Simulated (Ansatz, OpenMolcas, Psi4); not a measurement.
# C3H6O (allyl alcohol): a line through the functionals

C3H6O: 10 atoms, total charge 0, spin state singlet. As SMILES, `C=CCO`. The shape is that of a PBE0-D4/def2-TZVP optimisation. This is one conformer, not always the lowest.

The HOMO–LUMO gap y, in eV, basis cc-pVDZ; a is the functional's share of exact exchange. Programs: Ansatz 0.2.0, OpenMolcas 26.06, Psi4 1.11.

| functional | program | a | y (eV) |
| --- | --- | --- | --- |
| TPSS | OpenMolcas | 0 | 5.35 |
| r2SCAN | Ansatz | 0 | 5.62 |
| TPSSh | Psi4 | 0.1 | 6.40 |
| B3LYP | Ansatz | 0.2 | 7.18 |
| PBE0 | Ansatz | 0.25 | 7.68 |
| r2SCAN0 | Ansatz | 0.25 | ? |
| BHLYP | Ansatz | 0.5 | 10.06 |

Task: Fit y = c + s·a to the known rows and predict r2SCAN0.

Result: 
1. Means of the 6 rows: a = 0.1750, y = 7.048.
2. Σ(Δa)² = 0.17875, Σ(Δa·Δy) = 1.6253, so the slope is 1.6253/0.17875 = 9.0926.
3. Intercept: 7.048 − (9.0926) × 0.1750 = 5.457. The largest residual of the fit is 0.16.
4. r2SCAN0: 5.457 + (9.0926) × 0.25 = 7.73 eV.

The run gave 8.01 eV, so the prediction is off by -0.28 eV, more than the largest residual. Exact exchange lowers occupied levels and raises empty ones. The rows mix families of semi-local functionals, which the line can't see.
